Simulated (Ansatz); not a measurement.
# CH₂ClSi radical (SMILES [SiH]=CCl): functionals against CCSD(T) at one geometry

Aim: energy, forces and dipole at a structure displaced at random from a GFN2-xTB minimum, from CCSD(T) and from density functionals.

Computed with Ansatz 0.2.0, Gaussian basis. Level: single points in def2-TZVPP.

Correlated methods freeze the cores. Orbitals are unrestricted.

### Step 1. The starting structure

SMILES `[SiH]=CCl`, 5 atoms, charge 0, spin multiplicity 2.

Atoms are counted from 1 here; the program's logs count them from 0.

Bond lengths: Si1–C2 1.864 Å, Si1–H4 1.578 Å, C2–Cl3 1.846 Å, C2–H5 1.049 Å. Angles: C2–Si1–H4 104.2°, Si1–C2–Cl3 117.9°, Si1–C2–H5 121.6°, Cl3–C2–H5 112.2°.

As a file:

```csv
atom,x (Å),y (Å),z (Å)
Si1,-0.50230,0.96940,-0.76610
C2,0.30970,-0.33370,0.29120
Cl3,2.15310,-0.43610,0.27400
H4,-1.94380,0.39410,-1.05230
H5,-0.09410,-0.62100,1.21590
```

### Step 2. CCSD(T)/def2-TZVPP

Contents of run/in.yaml:

```yaml
crystal:
  periodic: [false, false, false]
  atoms:
    - {symbol: Si, position_ang: [-0.502300, 0.969400, -0.766100]}
    - {symbol: C, position_ang: [0.309700, -0.333700, 0.291200]}
    - {symbol: Cl, position_ang: [2.153100, -0.436100, 0.274000]}
    - {symbol: H, position_ang: [-1.943800, 0.394100, -1.052300]}
    - {symbol: H, position_ang: [-0.094100, -0.621000, 1.215900]}
basis:
  gaussian: {orbitals: def2-TZVPP}
magnetization: {spin_polarized: true, initial_magnetization: 1}
correlation: {method: ccsd_t}
scf: {omitted_lower_state_checks: [cluster_reference]}
output: {forces: true}
```

No record of the launch command was kept for these runs.

### Step 3. PBE0-D4/def2-TZVPP

run/in.yaml, as its differences from that of step 2:

```diff
@@ -11,4 +11,3 @@
 magnetization: {spin_polarized: true, initial_magnetization: 1}
-correlation: {method: ccsd_t}
-scf: {omitted_lower_state_checks: [cluster_reference]}
-output: {forces: true}
+hamiltonian: {xc: pbe0, dispersion: d4}
+output: {forces: true, orbitals: {seedname: orbitals}}
```

### Step 4. wB97M-V/def2-TZVPP

run/in.yaml, as its differences from that of step 3:

```diff
@@ -11,3 +11,3 @@
 magnetization: {spin_polarized: true, initial_magnetization: 1}
-hamiltonian: {xc: pbe0, dispersion: d4}
-output: {forces: true, orbitals: {seedname: orbitals}}
+hamiltonian: {xc: {name: wB97M-V}}
+output: {forces: true}
```

### Step 5. r2SCAN-D4/def2-TZVPP

run/in.yaml, as its differences from that of step 4:

```diff
@@ -11,3 +11,3 @@
 magnetization: {spin_polarized: true, initial_magnetization: 1}
-hamiltonian: {xc: {name: wB97M-V}}
+hamiltonian: {xc: r2scan, dispersion: d4}
 output: {forces: true}
```

### Step 6. PBE-D4/def2-TZVPP

run/in.yaml, as its differences from that of step 5:

```diff
@@ -11,3 +11,3 @@
 magnetization: {spin_polarized: true, initial_magnetization: 1}
-hamiltonian: {xc: r2scan, dispersion: d4}
+hamiltonian: {xc: pbe, dispersion: d4}
 output: {forces: true}
```

### Step 7. revPBE-D4/def2-TZVPP

run/in.yaml, as its differences from that of step 6:

```diff
@@ -11,3 +11,3 @@
 magnetization: {spin_polarized: true, initial_magnetization: 1}
-hamiltonian: {xc: pbe, dispersion: d4}
+hamiltonian: {xc: {name: revPBE}, dispersion: d4}
 output: {forces: true}
```

### Step 8. r2SCANh-D4/def2-TZVPP

run/in.yaml, as its differences from that of step 7:

```diff
@@ -11,3 +11,3 @@
 magnetization: {spin_polarized: true, initial_magnetization: 1}
-hamiltonian: {xc: {name: revPBE}, dispersion: d4}
+hamiltonian: {xc: {name: r2SCANh}, dispersion: d4}
 output: {forces: true}
```

(Steps that only read results are left out.)

What does the calculation give? Wanted: energy less free atoms, CCSD(T)/def2-TZVPP; RMS force component; RMS force error; HOMO and LUMO, PBE0-D4; T1 diagnostic.

The runs gave:

| quantity | value |
| --- | --- |
| energy less free atoms, CCSD(T)/def2-TZVPP | -1352.1 kJ/mol |
| RMS force component | 1.035 to 1.143 eV/Å over the methods |
| RMS force error | PBE0-D4 0.138, wB97M-V 0.090, r2SCAN-D4 0.123, PBE-D4 0.198, revPBE-D4 0.176, r2SCANh-D4 0.102 eV/Å |
| HOMO and LUMO, PBE0-D4 | -6.80 and -3.54 eV |
| T1 diagnostic | 0.048 |

**Reading.** Against CCSD(T) the functionals' energies less atoms differ by -118.8 to -60.1 kJ/mol, PBE-D4 by -118.8 kJ/mol. CCSD(T) in triple zeta still lacks some correlation energy of the bonds, so part of these gaps is its own basis error and they don't rank the functionals. On forces the order runs from wB97M-V to PBE-D4. Frozen-core CCSD(T) forces in triple zeta carry basis errors of their own, and this is one geometry, so small gaps rank nothing. The T1 diagnostic is large here, over the usual mark for main-group molecules (transition-metal compounds often pass it harmlessly), so CCSD(T) itself may be off. The unrestricted reference is spin-contaminated, which hurts MP2 most.
